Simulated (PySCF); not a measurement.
## Level sweep

Compound: aluminum trihydride, AlH₃.
Structure used (PBE0-D3(BJ)/def2-SVP), in Å, numbered top down from 1:
```
atom  x, y, z in Å
Al1    0.005    0.002   -0.010
H2     1.589   -0.143   -0.025
H3    -0.913   -1.297    0.006
H4    -0.660    1.447   -0.017
```

PySCF, dipoles from the SCF density, polarisabilities from static response with core orbitals frozen. Geometry: PBE0-D3(BJ)/def2-SVP; no solvent, vibrations or thermal averaging.

Task: Compare the levels for these properties.

Result: 

| level | α (Å³) | anisotropy (Å³) |
| --- | --- | --- |
| CAM-B3LYP/def2-SVPD | 4.79 | 1.01 |
| wB97X-D/def2-SVPD | 4.84 | 0.92 |
| LC-wPBE/def2-SVPD | 4.69 | 0.86 |
| PBE0/6-31G* | 3.46 | 1.55 |
| PBE0/6-31+G* | 3.69 | 1.87 |
| PBE0/def2-SVP | 3.92 | 1.97 |
| PBE0/aug-cc-pVDZ | 4.91 | 1.07 |
| PBE0/def2-TZVP | 4.45 | 1.06 |
| PBE0/def2-TZVPD | 4.88 | 1.07 |
| PBE0/aug-cc-pVTZ | 4.90 | 1.07 |

The anisotropy is √(½[(α1 − α2)² + (α2 − α3)² + (α3 − α1)²]). No reference polarisability is at hand; against PBE0 in the largest diffuse basis at hand (aug-cc-pVTZ) the other PBE0 rows deviate by 6-31G* -29%, 6-31+G* -25%, def2-SVP -20%, aug-cc-pVDZ 0%, def2-TZVP -9%, def2-TZVPD -1%. The dipole stays under 0.05 D at every level. With PBE0 the polarisability is 3.94 Å³ without diffuse functions (mean of 6-31G*, def2-SVP and def2-TZVP) and 4.60 Å³ with them (mean of 6-31+G*, aug-cc-pVDZ, def2-TZVPD and aug-cc-pVTZ).
